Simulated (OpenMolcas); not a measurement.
CH5NSi (SMILES C[Si]N): the energy, rung by rung

CH5NSi: 8 atoms, total charge 0, spin state singlet. As SMILES, `C[Si]N`. Geometry: relaxed at PBE0-D4/def2-TZVP. This is one conformer, not always the lowest.

```xyz
8

C    -0.6600    0.8247   -0.5521
Si    0.9638    0.6538    0.4277
N     0.9322   -1.0344    0.6907
H    -1.0264   -0.1018   -1.0043
H    -0.5625    1.5834   -1.3341
H    -1.4314    1.1950    0.1359
H     1.6512   -1.5019    1.2201
H     0.2252   -1.6757    0.3603
```

Each level gives the energy change with the C1–H5 bond stretched from 1.094 to 1.422 Å (eV). The values are calculated.

```
                                                  level                   kind     program  value (eV)  less CCSD(T)/def2-SVPD  CPU time (all runs)
                              HF/def2-SVPD (restricted)           Hartree–Fock  OpenMolcas        1.09                   +0.16                 37 s
                           SVWN5/def2-SVPD (restricted)                    LDA  OpenMolcas        0.89                   -0.04                 77 s
                          revPBE/def2-SVPD (restricted)                    GGA  OpenMolcas        0.88                   -0.05                 93 s
                           M06-L/def2-SVPD (restricted)               meta-GGA  OpenMolcas        0.99                   +0.06              2.3 min
                          M06-2X/def2-SVPD (restricted)        hybrid meta-GGA  OpenMolcas        0.99                   +0.06              2.3 min
                            PBE0/def2-SVPD (restricted)          global hybrid  OpenMolcas        0.98                   +0.05                 95 s
                          B2PLYP/def2-SVPD (restricted)          double hybrid  OpenMolcas        0.97                   +0.04                 93 s
                             MP2/def2-SVPD (restricted)    perturbation theory  OpenMolcas        1.00                   +0.07                 32 s
CCSD(T)/def2-SVPD (Cholesky decomposition) (restricted)  coupled cluster or CI  OpenMolcas        0.93                    0.00                9 min
```

Differences are taken from CCSD(T)/def2-SVPD (Cholesky decomposition) (restricted) for orientation; it has basis-set and higher-order errors of its own. The first shape isn't each level's own minimum. The values span 0.88 to 1.09 eV. CPU times are rough (shared hosts, several kinds of processor and program).
